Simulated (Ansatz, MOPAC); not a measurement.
Species: C4H5N2, net charge 1, singlet state. SMILES: c1c[nH+]ccn1

Atoms: C1, C2, N3, C4, C5, N6, H7, H8, H9, H10, H11. Bonds: C1-C2, C1-N6, C1-H7, C2-N3, C2-H8, N3-C4, N3-H9, C4-C5, C4-H10, C5-N6, C5-H11.

Bond lengths (Å) and angles (degrees) optimised at AM1 with MOPAC; PM7 with MOPAC; HF/STO-3G with Ansatz (an electronic-structure program); HF/3-21G with Ansatz; HF/6-31G* with Ansatz; B3LYP/6-31G* with Ansatz, each started from the B3LYP-D3(BJ)/def2-TZVP structure (Ansatz) of the last column. A row stands for all coordinates that are equal there; 11 of 15 kinds are shown. 6-31G* holds six Cartesian d functions. No wavenumbers were computed at HF/STO-3G, so these may be saddle points.

```tsv
coordinate	AM1	PM7	HF/STO-3G	HF/3-21G	HF/6-31G*	B3LYP/6-31G*	B3LYP-D3(BJ)/def2-TZVP
C1-C2	1.421	1.411	1.388	1.377	1.382	1.394	1.387
C1-N6	1.348	1.342	1.361	1.331	1.318	1.337	1.330
C1-H7	1.112	1.110	1.089	1.066	1.072	1.086	1.083
C2-N3	1.363	1.360	1.363	1.340	1.331	1.348	1.341
C2-H8	1.110	1.105	1.091	1.068	1.072	1.084	1.080
N3-H9	1.010	1.034	1.036	1.009	1.005	1.020	1.016
C2-C1-N6	122.6	121.5	122.6	120.6	121.3	122.1	121.8
C1-C2-N3	119.0	118.9	118.3	118.1	117.7	117.5	117.6
C1-N6-C5	117.1	118.8	117.0	120.3	119.6	118.4	118.8
C2-N3-C4	119.7	120.3	121.3	122.2	122.4	122.4	122.4
C2-C1-H7	120.2	121.6	120.0	121.1	120.6	120.3	120.3
```

Mean signed difference of all 11 bond lengths from B3LYP-D3(BJ)/def2-TZVP: AM1 0.024 Å, PM7 0.021 Å, HF/STO-3G 0.015 Å, HF/3-21G -0.008 Å, HF/6-31G* -0.009 Å, B3LYP/6-31G* 0.005 Å.
